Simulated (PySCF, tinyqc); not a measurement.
Worked calculation: RHF in the sto-3g basis, for LiH, spin multiplicity 1. The lowest restricted solution is unstable here: a spin-polarised one lies 0.0606 hartree lower (PySCF). Computed by tinyqc, a small Python program that keeps every step (integrals from PySCF). Settings: charge = 0, multiplicity = 1, basis = sto-3g, energy threshold = 1e-08, iteration cap = 67, orthogonalisation = symmetric, start = highest core orbitals, DIIS depth = 4, DIIS from iteration = 2, damping = 0.5, method = RHF. Command: `OMP_NUM_THREADS=1 python tinyqc.py 27000 27001 out.jsonl` (the two numbers bound the seeds that draw the settings). One thread of a shared host (Intel(R) Xeon(R) Processor @ 2.60GHz), about 0.08 s of CPU time with the checks. Later iterations appear only in the table of the cycle.

## One-electron integrals

Geometry (angstrom):
```
atom        x        y        z
Li    0.00000  0.00000  0.00000
H     0.00000  0.00000  2.83500
```

Basis sto-3g: exponents (1/bohr^2) and contraction coefficients of normalised primitives:
```
element  l (shell)  exponent  coefficient
Li           s (1)  16.11958      0.15433
Li           s (1)   2.93620      0.53533
Li           s (1)   0.79465      0.44463
Li           s (2)   0.63629     -0.09997
Li           s (2)   0.14786      0.39951
Li           s (2)   0.04809      0.70012
Li           p (3)   0.63629      0.15592
Li           p (3)   0.14786      0.60768
Li           p (3)   0.04809      0.39196
H            s (1)   3.42525      0.15433
H            s (1)   0.62391      0.53533
H            s (1)   0.16886      0.44463
```

Overlap, kinetic and nuclear-attraction integrals over the contracted functions; the nuclear repulsion is the sum of Za Zb / Rab.

nuclear repulsion = 0.5599759 hartree

overlap S:
```
          1Li 1s   1Li 2s  1Li 2px  1Li 2py  1Li 2pz    2H 1s
1Li 1s   1.00000  0.24114  0.00000  0.00000  0.00000  0.00321
1Li 2s   0.24114  1.00000  0.00000  0.00000  0.00000  0.14496
1Li 2px  0.00000  0.00000  1.00000  0.00000  0.00000  0.00000
1Li 2py  0.00000  0.00000  0.00000  1.00000  0.00000  0.00000
1Li 2pz  0.00000  0.00000  0.00000  0.00000  1.00000  0.22320
2H 1s    0.00321  0.14496  0.00000  0.00000  0.22320  1.00000
```

kinetic energy T (hartree):
```
           1Li 1s    1Li 2s  1Li 2px  1Li 2py  1Li 2pz     2H 1s
1Li 1s    3.57679  -0.02024  0.00000  0.00000  0.00000  -0.00253
1Li 2s   -0.02024   0.10216  0.00000  0.00000  0.00000  -0.00081
1Li 2px   0.00000   0.00000  0.31968  0.00000  0.00000   0.00000
1Li 2py   0.00000   0.00000  0.00000  0.31968  0.00000   0.00000
1Li 2pz   0.00000   0.00000  0.00000  0.00000  0.31968   0.00963
2H 1s    -0.00253  -0.00081  0.00000  0.00000  0.00963   0.76003
```

nuclear attraction V (hartree):
```
           1Li 1s    1Li 2s   1Li 2px   1Li 2py   1Li 2pz     2H 1s
1Li 1s   -8.16954  -1.00935   0.00000   0.00000  -0.00513  -0.01170
1Li 2s   -1.00935  -1.39179   0.00000   0.00000  -0.05953  -0.19392
1Li 2px   0.00000   0.00000  -1.36882   0.00000   0.00000   0.00000
1Li 2py   0.00000   0.00000   0.00000  -1.36882   0.00000   0.00000
1Li 2pz  -0.00513  -0.05953   0.00000   0.00000  -1.40831  -0.30061
2H 1s    -0.01170  -0.19392   0.00000   0.00000  -0.30061  -1.78659
```

core Hamiltonian H = T + V (hartree):
```
           1Li 1s    1Li 2s   1Li 2px   1Li 2py   1Li 2pz     2H 1s
1Li 1s   -4.59275  -1.02959   0.00000   0.00000  -0.00513  -0.01423
1Li 2s   -1.02959  -1.28963   0.00000   0.00000  -0.05953  -0.19473
1Li 2px   0.00000   0.00000  -1.04914   0.00000   0.00000   0.00000
1Li 2py   0.00000   0.00000   0.00000  -1.04914   0.00000   0.00000
1Li 2pz  -0.00513  -0.05953   0.00000   0.00000  -1.08863  -0.29099
2H 1s    -0.01423  -0.19473   0.00000   0.00000  -0.29099  -1.02656
```

## Two-electron integrals

Functions are numbered as in S; the eight-fold symmetry (ij|kl) = (ji|kl) = (kl|ij) leaves the list below.

Two-electron integrals (ij|kl) in chemists' order, unique and non-zero (hartree):
```
(11|11) 1.68040    (21|11) 0.26542    (21|21) 0.04994    (22|11) 0.39773
(22|21) 0.09286    (22|22) 0.29056    (31|31) 0.00898    (32|31) 0.01379
(32|32) 0.06418    (33|11) 0.39664    (33|21) 0.09288    (33|22) 0.29050
(33|33) 0.31295    (41|41) 0.00898    (42|41) 0.01379    (42|42) 0.06418
(43|43) 0.01687    (44|11) 0.39664    (44|21) 0.09288    (44|22) 0.29050
(44|33) 0.27921    (44|44) 0.31295    (51|51) 0.00898    (52|51) 0.01379
(52|52) 0.06418    (53|53) 0.01687    (54|54) 0.01687    (55|11) 0.39664
(55|21) 0.09288    (55|22) 0.29050    (55|33) 0.27921    (55|44) 0.27921
(55|55) 0.31295    (61|11) 0.00312    (61|21) 0.00061    (61|22) 0.00121
(61|33) 0.00119    (61|44) 0.00119    (61|51) 0.00010    (61|52) 0.00020
(61|55) 0.00126    (61|61) 8.85e-06   (62|11) 0.03441    (62|21) 0.00826
(62|22) 0.03156    (62|33) 0.02966    (62|44) 0.02966    (62|51) 0.00113
(62|52) 0.00995    (62|55) 0.03533    (62|61) 0.00013    (62|62) 0.00915
(63|31) 0.00029    (63|32) 0.00199    (63|53) 0.00105    (63|63) 0.00032
(64|41) 0.00029    (64|42) 0.00199    (64|54) 0.00105    (64|64) 0.00032
(65|11) 0.05155    (65|21) 0.01240    (65|22) 0.04790    (65|33) 0.04480
(65|44) 0.04480    (65|51) 0.00175    (65|52) 0.01555    (65|55) 0.05406
(65|61) 0.00020    (65|62) 0.01445    (65|65) 0.02288    (66|11) 0.18666
(66|21) 0.04501    (66|22) 0.18391    (66|33) 0.17150    (66|44) 0.17150
(66|51) 0.00513    (66|52) 0.05794    (66|55) 0.20840    (66|61) 0.00070
(66|62) 0.07417    (66|65) 0.11868    (66|66) 0.77461
```

## Orthogonalisation

S = U s U^T; symmetric (Loewdin) form X = U s^(-1/2) U^T, so that X^T S X = 1.

eigenvalues of S: 0.68533  0.82823  1.00000  1.00000  1.16861  1.31784

X:
```
           1Li 1s    1Li 2s  1Li 2px  1Li 2py   1Li 2pz     2H 1s
1Li 1s    1.02309  -0.12680  0.00000  0.00000  -0.00241   0.01271
1Li 2s   -0.12680   1.03178  0.00000  0.00000   0.01332  -0.07853
1Li 2px   0.00000   0.00000  1.00000  0.00000   0.00000   0.00000
1Li 2py   0.00000   0.00000  0.00000  1.00000   0.00000   0.00000
1Li 2pz  -0.00241   0.01332  0.00000  0.00000   1.01972  -0.11690
2H 1s     0.01271  -0.07853  0.00000  0.00000  -0.11690   1.02834
```

## Starting guess

The start is the highest orbitals of the core Hamiltonian (a deliberately bad start); D = 2 C_occ C_occ^T.

D at the start:
```
           1Li 1s    1Li 2s  1Li 2px  1Li 2py   1Li 2pz     2H 1s
1Li 1s    0.00100  -0.00499  0.00000  0.00000  -0.02573   0.04330
1Li 2s   -0.00499   0.02493  0.00000  0.00000   0.12845  -0.21618
1Li 2px   0.00000   0.00000  1.81993  0.57246   0.00000   0.00000
1Li 2py   0.00000   0.00000  0.57246  0.18007   0.00000   0.00000
1Li 2pz  -0.02573   0.12845  0.00000  0.00000   0.66175  -1.11369
2H 1s     0.04330  -0.21618  0.00000  0.00000  -1.11369   1.87426
```

## Iteration 1: building the Fock matrix

J_ij = sum D_kl (ij|kl), K_ij = sum D_kl (ik|jl); F = H + J - 0.5 K; E = tr D H + tr D J / 2 - 0.25 tr D K + E_nn.

Coulomb J (hartree):
```
          1Li 1s   1Li 2s  1Li 2px  1Li 2py  1Li 2pz    2H 1s
1Li 1s   1.28512  0.30253  0.00000  0.00000  0.00832  0.00411
1Li 2s   0.30253  1.00441  0.00000  0.00000  0.08545  0.18882
1Li 2px  0.00000  0.00000  1.02023  0.01931  0.00000  0.00000
1Li 2py  0.00000  0.00000  0.01931  0.96490  0.00000  0.00000
1Li 2pz  0.00832  0.08545  0.00000  0.00000  1.02725  0.29564
2H 1s    0.00411  0.18882  0.00000  0.00000  0.29564  1.65530
```

exchange K (hartree):
```
           1Li 1s   1Li 2s  1Li 2px  1Li 2py   1Li 2pz     2H 1s
1Li 1s    0.02398  0.03528  0.00000  0.00000  -0.00019  -0.00411
1Li 2s    0.03528  0.15927  0.00000  0.00000   0.00132   0.04072
1Li 2px   0.00000  0.00000  0.58263  0.16949   0.00000   0.00000
1Li 2py   0.00000  0.00000  0.16949  0.09710   0.00000   0.00000
1Li 2pz  -0.00019  0.00132  0.00000  0.00000   0.15821  -0.00598
2H 1s    -0.00411  0.04072  0.00000  0.00000  -0.00598   1.17516
```

Fock matrix F (hartree):
```
           1Li 1s    1Li 2s   1Li 2px   1Li 2py   1Li 2pz     2H 1s
1Li 1s   -3.31962  -0.74470   0.00000   0.00000   0.00329  -0.00806
1Li 2s   -0.74470  -0.36486   0.00000   0.00000   0.02526  -0.02627
1Li 2px   0.00000   0.00000  -0.32023  -0.06543   0.00000   0.00000
1Li 2py   0.00000   0.00000  -0.06543  -0.13279   0.00000   0.00000
1Li 2pz   0.00329   0.02526   0.00000   0.00000  -0.14049   0.00764
2H 1s    -0.00806  -0.02627   0.00000   0.00000   0.00764   0.04117
```

total energy of this density = -1.8178058 hartree

This density is the starting one.

## Iteration 1: diagonalisation and new density

Diagonalise F' = X^T F X, C = X C', fill 2 alpha and 2 beta electrons from the bottom; D = 2 C_occ C_occ^T; the new density keeps 0.5 of the old one (damping). Each column has its largest component positive (the first on a tie).

F' = X^T F X (hartree):
```
          1         2         3         4         5         6
1  -3.28747  -0.31975   0.00000   0.00000  -0.00044   0.00966
2  -0.31975  -0.24194   0.00000   0.00000   0.02416  -0.01520
3   0.00000   0.00000  -0.32023  -0.06543   0.00000   0.00000
4   0.00000   0.00000  -0.06543  -0.13279   0.00000   0.00000
5  -0.00044   0.02416   0.00000   0.00000  -0.14663   0.01754
6   0.00966  -0.01520   0.00000   0.00000   0.01754   0.04296
```

orbital energies (hartree): MO1 -3.32070, MO2 -0.34081, MO3 -0.21866, MO4 -0.13908, MO5 -0.11221, MO6 0.04536

coefficients C:
```
              MO1      MO2       MO3       MO4       MO5       MO6
1Li 1s    1.00449  0.00000  -0.21593  -0.08106   0.00000   0.02766
1Li 2s   -0.01936  0.00000   0.96556   0.36913   0.00000  -0.13437
1Li 2px   0.00000  0.95392   0.00000   0.00000  -0.30006   0.00000
1Li 2py   0.00000  0.30006   0.00000   0.00000   0.95392   0.00000
1Li 2pz  -0.00139  0.00000  -0.33677   0.96916   0.00000  -0.03137
2H 1s     0.00215  0.00000   0.04689  -0.19891   0.00000   1.01770
```

D after iteration 1:
```
           1Li 1s    1Li 2s  1Li 2px  1Li 2py   1Li 2pz     2H 1s
1Li 1s    1.00950  -0.02195  0.00000  0.00000  -0.01426   0.02381
1Li 2s   -0.02195   0.01284  0.00000  0.00000   0.06425  -0.10813
1Li 2px   0.00000   0.00000  1.81993  0.57246   0.00000   0.00000
1Li 2py   0.00000   0.00000  0.57246  0.18007   0.00000   0.00000
1Li 2pz  -0.01426   0.06425  0.00000  0.00000   0.33088  -0.55685
2H 1s     0.02381  -0.10813  0.00000  0.00000  -0.55685   0.93714
```

## Iteration 2: building the Fock matrix

As before.

Coulomb J (hartree):
```
          1Li 1s   1Li 2s  1Li 2px  1Li 2py  1Li 2pz    2H 1s
1Li 1s   2.72455  0.51005  0.00000  0.00000  0.00414  0.00637
1Li 2s   0.51005  1.19051  0.00000  0.00000  0.04269  0.15848
1Li 2px  0.00000  0.00000  1.21673  0.01931  0.00000  0.00000
1Li 2py  0.00000  0.00000  0.01931  1.16140  0.00000  0.00000
1Li 2pz  0.00414  0.04269  0.00000  0.00000  1.18954  0.24416
2H 1s    0.00637  0.15848  0.00000  0.00000  0.24416  1.18579
```

exchange K (hartree):
```
           1Li 1s   1Li 2s  1Li 2px  1Li 2py   1Li 2pz     2H 1s
1Li 1s    1.70620  0.29064  0.00000  0.00000  -0.00055   0.00103
1Li 2s    0.29064  0.19074  0.00000  0.00000   0.00055   0.02286
1Li 2px   0.00000  0.00000  0.58615  0.16949   0.00000   0.00000
1Li 2py   0.00000  0.00000  0.16949  0.10063   0.00000   0.00000
1Li 2pz  -0.00055  0.00055  0.00000  0.00000   0.10453  -0.00186
2H 1s     0.00103  0.02286  0.00000  0.00000  -0.00186   0.58790
```

Fock matrix F (hartree):
```
           1Li 1s    1Li 2s   1Li 2px   1Li 2py   1Li 2pz     2H 1s
1Li 1s   -2.72130  -0.66486   0.00000   0.00000  -0.00072  -0.00837
1Li 2s   -0.66486  -0.19449   0.00000   0.00000  -0.01711  -0.04768
1Li 2px   0.00000   0.00000  -0.12549  -0.06543   0.00000   0.00000
1Li 2py   0.00000   0.00000  -0.06543   0.06195   0.00000   0.00000
1Li 2pz  -0.00072  -0.01711   0.00000   0.00000   0.04864  -0.04590
2H 1s    -0.00837  -0.04768   0.00000   0.00000  -0.04590  -0.13472
```

total energy of this density = -4.8070954 hartree

This density is a damped mixture and is not idempotent.

## Iteration 2: diagonalisation and new density

As before.

F' = X^T F X (hartree):
```
          1         2         3         4         5         6
1  -2.67914  -0.33429   0.00000   0.00000  -0.00099   0.01289
2  -0.33429  -0.07048   0.00000   0.00000  -0.00980  -0.03315
3   0.00000   0.00000  -0.12549  -0.06543   0.00000   0.00000
4   0.00000   0.00000  -0.06543   0.06195   0.00000   0.00000
5  -0.00099  -0.00980   0.00000   0.00000   0.05936  -0.03799
6   0.01289  -0.03315   0.00000   0.00000  -0.03799  -0.12390
```

orbital energies (hartree): MO1 -2.72133, MO2 -0.14607, MO3 -0.14260, MO4 -0.01724, MO5 0.06701, MO6 0.08253

coefficients C:
```
              MO1      MO2       MO3       MO4       MO5       MO6
1Li 1s    0.99915  0.00000  -0.06133  -0.24678   0.00149   0.00000
1Li 2s    0.00352  0.00000   0.23923   1.01476  -0.00328   0.00000
1Li 2px   0.00000  0.95392   0.00000   0.00000   0.00000  -0.30006
1Li 2py   0.00000  0.30006   0.00000   0.00000   0.00000   0.95392
1Li 2pz   0.00042  0.00000   0.08857   0.01871   1.02249   0.00000
2H 1s    -0.00071  0.00000   0.91589  -0.37946  -0.30760   0.00000
```

D after iteration 2:
```
           1Li 1s    1Li 2s  1Li 2px  1Li 2py   1Li 2pz     2H 1s
1Li 1s    1.50305  -0.00746  0.00000  0.00000  -0.00671   0.01120
1Li 2s   -0.00746   0.00643  0.00000  0.00000   0.03213  -0.05407
1Li 2px   0.00000   0.00000  1.81993  0.57246   0.00000   0.00000
1Li 2py   0.00000   0.00000  0.57246  0.18007   0.00000   0.00000
1Li 2pz  -0.00671   0.03213  0.00000  0.00000   0.16544  -0.27842
2H 1s     0.01120  -0.05407  0.00000  0.00000  -0.27842   0.46857
```

## Iteration 35 (converged): orbitals

converged F (hartree):
```
           1Li 1s    1Li 2s  1Li 2px  1Li 2py   1Li 2pz     2H 1s
1Li 1s   -2.37994  -0.64542  0.00000  0.00000   0.01180  -0.00838
1Li 2s   -0.64542  -0.20327  0.00000  0.00000  -0.03229  -0.13911
1Li 2px   0.00000   0.00000  0.15262  0.00000   0.00000   0.00000
1Li 2py   0.00000   0.00000  0.00000  0.15262   0.00000   0.00000
1Li 2pz   0.01180  -0.03229  0.00000  0.00000   0.10211  -0.13673
2H 1s    -0.00838  -0.13911  0.00000  0.00000  -0.13673  -0.05013
```

Diagonalise F' = X^T F X, C = X C', fill 2 alpha and 2 beta electrons from the bottom; D = 2 C_occ C_occ^T. Each column has its largest component positive (the first on a tie).

F' = X^T F X (hartree):
```
          1         2        3        4         5         6
1  -2.32677  -0.35858  0.00000  0.00000   0.01064   0.02741
2  -0.35858  -0.06434  0.00000  0.00000  -0.00744  -0.13707
3   0.00000   0.00000  0.15262  0.00000   0.00000   0.00000
4   0.00000   0.00000  0.00000  0.15262   0.00000   0.00000
5   0.01064  -0.00744  0.00000  0.00000   0.13757  -0.15169
6   0.02741  -0.13707  0.00000  0.00000  -0.15169   0.00253
```

orbital energies (hartree): MO1 -2.38230, MO2 -0.18576, MO3 0.05996, MO4 0.15262, MO5 0.15262, MO6 0.25709

coefficients C:
```
              MO1       MO2       MO3      MO4       MO5       MO6
1Li 1s    0.99169  -0.15437  -0.21800  0.00000   0.00000  -0.09029
1Li 2s    0.03242   0.56108   0.80098  0.00000   0.00000   0.35995
1Li 2px   0.00000   0.00000   0.00000  0.95392  -0.30006   0.00000
1Li 2py   0.00000   0.00000   0.00000  0.30006   0.95392   0.00000
1Li 2pz  -0.00399   0.28651  -0.52848  0.00000   0.00000   0.83203
2H 1s    -0.00188   0.65647  -0.33780  0.00000   0.00000  -0.72966
```

D after iteration 35:
```
           1Li 1s    1Li 2s  1Li 2px  1Li 2py   1Li 2pz     2H 1s
1Li 1s    2.01457  -0.10894  0.00000  0.00000  -0.09638  -0.20642
1Li 2s   -0.10894   0.63172  0.00000  0.00000   0.32125   0.73654
1Li 2px   0.00000   0.00000  0.00000  0.00000   0.00000   0.00000
1Li 2py   0.00000   0.00000  0.00000  0.00000   0.00000   0.00000
1Li 2pz  -0.09638   0.32125  0.00000  0.00000   0.16421   0.37619
2H 1s    -0.20642   0.73654  0.00000  0.00000   0.37619   0.86191
```

Within a degenerate level the vectors are fixed only up to a rotation; this is one choice.

## Convergence

Stop when the energy changes by less than 1e-08 hartree and every element of the error matrix X^T (F D S - S D F) X is below 3e-05.

Course of the cycle:
```
iteration  E (hartree)     change  largest element of the error matrix
1           -1.8178058          -                             1.74e-01
2           -4.8070954  -2.99e+00                             9.59e-02
3           -6.0637815  -1.26e+00                             9.36e-02
4           -6.6307026  -5.67e-01                             1.45e-01
5           -6.8914411  -2.61e-01                             2.36e-01
6           -7.2759324  -3.84e-01                             9.87e-02
7           -7.4155120  -1.40e-01                             1.21e-01
8           -7.4532126  -3.77e-02                             6.43e-02
9           -7.4144879   3.87e-02                             1.17e-01
10          -7.5792029  -1.65e-01                             5.27e-02
11          -7.6481779  -6.90e-02                             4.26e-02
12          -7.6855783  -3.74e-02                             4.55e-02
13          -7.7077529  -2.22e-02                             1.54e-02
14          -7.7186002  -1.08e-02                             5.78e-03
...                ...        ...                                  ...
22          -7.7297862  -4.51e-05                             2.57e-05
23          -7.7298088  -2.25e-05                             1.29e-05
24          -7.7298200  -1.13e-05                             6.43e-06
25          -7.7298257  -5.64e-06                             3.22e-06
26          -7.7298285  -2.82e-06                             1.61e-06
27          -7.7298299  -1.41e-06                             8.04e-07
28          -7.7298306  -7.05e-07                             4.02e-07
29          -7.7298310  -3.52e-07                             2.01e-07
30          -7.7298311  -1.76e-07                             1.00e-07
31          -7.7298312  -8.81e-08                             5.02e-08
32          -7.7298313  -4.40e-08                             2.51e-08
33          -7.7298313  -2.20e-08                             1.26e-08
34          -7.7298313  -1.10e-08                             6.28e-09
35          -7.7298313  -5.50e-09                             3.14e-09
```

PySCF RHF in the same basis = -7.7298313 hartree

Converged in 35 iterations.

## Populations, bond orders and dipole

Mulliken: Z minus the diagonal of D S on the atom; Loewdin: the same with S^(1/2) D S^(1/2); Mayer order: 2 sum_s sum (D(s) S)_ij (D(s) S)_ji over the two atoms.

Charges (e):
```
atom  Mulliken   Loewdin
1Li    0.05198   0.04985
2H    -0.05198  -0.04985
```

Mayer bond orders:
```
pair    order
2-1   0.99730
```

dipole moment about the origin, x y z (debye): 0.00000  0.00000  -5.18333
